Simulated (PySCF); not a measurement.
Al(Cl)3 anion (AlCl₃), SMILES [Cl][Al]([Cl])[Cl] (connectivity only; charge and spin as stated), charge -1, multiplicity 2.

Coordinates come from a PBE0-D3(BJ)/def2-SVPD optimisation. The multiplicity is an assumed one; other spin states were not compared. The isomer is the one that the SMILES or the coordinates give; other isomers of the formula were not compared.

All values below come from PySCF with PBE0-D3(BJ)/def2-SVPD.

Frequencies are harmonic and unscaled.

Modes within 1.5 cm⁻¹ of each other (mostly degenerate sets) share a row, with their intensities summed.

Estimate the vibrational spectrum. (The exact figures need the calculation; the answer reports its results.)


```json
[
 {"mode": "1–2", "ν (cm⁻¹)": "119", "IR (km/mol)": "0.7", "moving atoms (share of kinetic energy)": "Cl 90 %, Al 10 %"},
 {"mode": "3", "ν (cm⁻¹)": "181", "IR (km/mol)": "3.4", "moving atoms (share of kinetic energy)": "Cl 68 %, Al 32 %"},
 {"mode": "4", "ν (cm⁻¹)": "373", "IR (km/mol)": "40.8", "moving atoms (share of kinetic energy)": "Cl 52 %, Al 48 %"},
 {"mode": "5–6", "ν (cm⁻¹)": "442", "IR (km/mol)": "290.1", "moving atoms (share of kinetic energy)": "Al 65 %, Cl 35 %"}
]
```
